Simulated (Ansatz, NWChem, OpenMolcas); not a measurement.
## Errors in the dipole moment

8 molecules holding an element from Na to Cl; the dipole moment in D, computed less measured. Shapes, held fixed at every level: PBE0-D4/def2-TZVP. No vibrational averaging. Dipoles are compared by magnitude; molecules under 1 D, whose direction can flip, are left out. Programs: Ansatz 0.2.0, NWChem 7.3.0, OpenMolcas 26.06. Measured values: NIST CCCBDB.

Levels: A = HF/STO-3G; B = B3LYP/6-31G* (spherical functions); C = PBE0/def2-SVP; D = B3LYP-D4/def2-TZVPP.

```csv
molecule,measured,A,B,C,D
HCl (SMILES Cl),1.08,+0.66,+0.38,+0.29,+0.11
PF3 (phosphorus trifluoride),1.03,+0.23,-0.06,+0.07,+0.02
CH3Cl (chloromethane),1.87,+0.39,+0.14,+0.01,+0.01
CHCl2F (dichlorofluoromethane),1.29,+0.48,+0.05,+0.04,-0.04
SCl2O2 (sulfuryl chloride),1.81,-1.37,-0.33,-0.18,+0.05
SiH3Cl (chlorosilane),1.31,+1.53,+0.37,+0.06,-0.06
SO2F2 (sulfuryl fluoride),1.12,+0.32,+0.06,-0.08,+0.01
C2H6S (dimethyl sulfide),1.50,-0.62,+0.20,+0.07,+0.02
```

(1) Sum up the errors.

Results:

(1) 
| level | kind | mean error | mean absolute error | worst case |
| --- | --- | --- | --- | --- |
| HF/STO-3G | Hartree–Fock | +0.202 | 0.700 | SiH3Cl |
| B3LYP/6-31G* (spherical functions) | global hybrid | +0.101 | 0.199 | HCl |
| PBE0/def2-SVP | global hybrid | +0.035 | 0.100 | HCl |
| B3LYP-D4/def2-TZVPP | global hybrid | +0.015 | 0.040 | HCl |

On this set B3LYP-D4/def2-TZVPP has the smallest mean absolute error and HF/STO-3G the largest. HF/STO-3G is too high in 6 of 8; B3LYP/6-31G* (spherical functions) is too high in 6 of 8; PBE0/def2-SVP is too high in 6 of 8; B3LYP-D4/def2-TZVPP is too high in 6 of 8. The tabulated value of HCl is in doubt (older tables, estimates, or at odds with other calculations) and kept here. Over the 7 molecules whose values aren't doubted the mean absolute errors are A 0.706; B 0.173; C 0.073; D 0.030. The set is small.
